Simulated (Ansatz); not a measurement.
A made-up structure of BSiH5O, singlet:

```tsv
atom	x (Å)	y (Å)	z (Å)
B1	-0.8157	0.4657	-0.6302
Si2	0.5834	0.1512	0.2884
O3	0.1784	-1.1411	1.0722
H4	-1.7906	-0.3345	-0.8427
H5	-0.6611	1.4900	-1.0410
H6	0.9579	1.3202	1.3140
H7	1.7926	0.0137	-0.7744
H8	-0.2448	-1.9651	0.6137
```

It is relaxed with PBE-D4/def2-SVP and then PBE0-D4/def2-TZVP (Ansatz 0.2.0). Atoms count as bonded within 1.22 times the sum of their covalent radii (H–H: 0.88 Å). The end point is not checked to be a true minimum.

Does its bonding change? (Judge from chemistry; the calculation decides.)

By the calculation: No: no bond forms or breaks.

Where it ends: The first stage lowers the energy by 2.17 eV in 7 steps. It ends as BSiH₅O ([BH2][SiH2][OH]):
B1  (-0.945, 0.625, -0.787)
Si2  (0.613, 0.067, 0.343)
O3  (0.407, -1.304, 1.248)
H4  (-1.887, -0.076, -1.021)
H5  (-0.930, 1.704, -1.307)
H6  (0.982, 1.123, 1.322)
H7  (1.757, -0.082, -0.614)
H8  (0.003, -2.057, 0.817)
(Å)

Labels in which every atom is bracketed show which atoms are joined, not bond orders.

For scale, one of the runs: PBE0-D4/def2-TZVP relaxation, 129 basis functions, launched by `ansatz run in.yaml --threads 2 --pin off --events-out ev --progress --plain --max-ram 4352MiB`. Hardware: 2 CPU threads of an Intel Xeon 6975P-C, shared host. Wall time about 17 s.
